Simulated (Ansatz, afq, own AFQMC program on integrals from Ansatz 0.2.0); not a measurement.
**SiH₃, doublet in 6-31G, levels against full CI**

```xyz
4

Si    0.0001   -0.0001   -0.0571
H     1.8484    0.0191    0.5343
H    -0.9417    1.5933    0.5264
H    -0.9100   -1.6101    0.5310
```

Basis 6-31G. Only valence electrons are correlated. AFQMC by an in-house program on the Cholesky factors that Ansatz 0.2.0 writes for its CCSD(T) run. ph-AFQMC/CISD is guided by a CISD state made of CCSD amplitudes; releasing the constraint for a short imaginary time cuts its bias at the price of noise, slowly where states lie close. Error bars are statistical, one sigma.

Determinant: UHF, the one that the program's search chose, which needn't be the lowest solution. The geometry is a point of a scan.

Full CI on the same integrals is exact in this basis and with this determinant's frozen core.

```
T1 diagnostic                               : 0.0255
weight of the determinant in the CISD state : 0.882
⟨S²⟩ of the determinant                     : 0.767
size of the correlated space                : 7 electrons in 14 orbitals
```

```tsv
level	correlation energy (eV)
MP2	-1.6942
CCSD	-2.6230
CCSD(T)	-2.6820
```

Problem. Estimate where phaseless AFQMC with a CISD trial lies against CCSD(T) on the same integrals.

Solution. 0.75 ± 0.10 mEh below CCSD(T).

Reference: full CI, correlation energy -2.718 eV. The released energy is read at 2.40 1/Eh (meV from the phaseless value at times in 1/Eh: -2 ± 3 at 0.24, -9 ± 5 at 0.51, -7.3 ± 1.7 at 0.99, -8.3 ± 1.6 at 1.62, -9.4 ± 1.0 at 2.40).

```csv
level,E − E(reference) (mEh),share of correlation (%)
CCSD(T),1.33,98.67
CCSDT,0.12,99.88
CCSDT(Q),0.04,99.96
CCSDTQ,0.01,99.99
ph-AFQMC/CISD,0.58 ± 0.10,99.42
released AFQMC,0.23 ± 0.04,99.77
```

CCSDT and higher add their correlation energy to the determinant of the CCSD(T) run, since their own runs factorise the integrals more tightly (a shift of under 2 meV). A walk keeps the symmetry of its determinant, which the program's search chose and which needn't be the lowest solution, so a lower state of the same spin and another symmetry isn't excluded. Released energies are given only where the last usable release times agree within the noise; a slower fall can still hide under it.
